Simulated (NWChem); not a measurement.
dimethyl sulfide (C$_{2}$H$_{6}$S); SMILES S(C)C

Q: Give the equilibrium geometry at PBE0/def2-SVP (NWChem) as a Z-matrix, with the point group.

A: point group C2v; any orientation.
```
S
C 1 1.8032
H 2 1.0992 1 107.02
H 2 1.1012 3 108.49 1 120.59
H 2 1.1012 3 108.49 4 118.81
C 1 1.8032 2 99.78 3 180.00
H 6 1.0992 1 107.02 2 180.00
H 6 1.1012 7 108.49 1 -120.59
H 6 1.1012 7 108.49 8 -118.81
```
